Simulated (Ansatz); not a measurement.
Species: C4H8, SMILES `C=CCC` (C–C–C–C torsion 120°) (charge 0, multiplicity 1), formula C₄H₈.

Problem. How many basis functions does frozen-core CCSD(T)/def2-TZVPP // B3LYP-D3(BJ)/def2-TZVP (Ansatz, a program for electronic structure) use, how many core orbitals are frozen, and how many electrons are correlated?

Solution. 236 basis functions and 4 frozen orbitals, which leaves 24 correlated electrons. Core time is of the order of minutes.
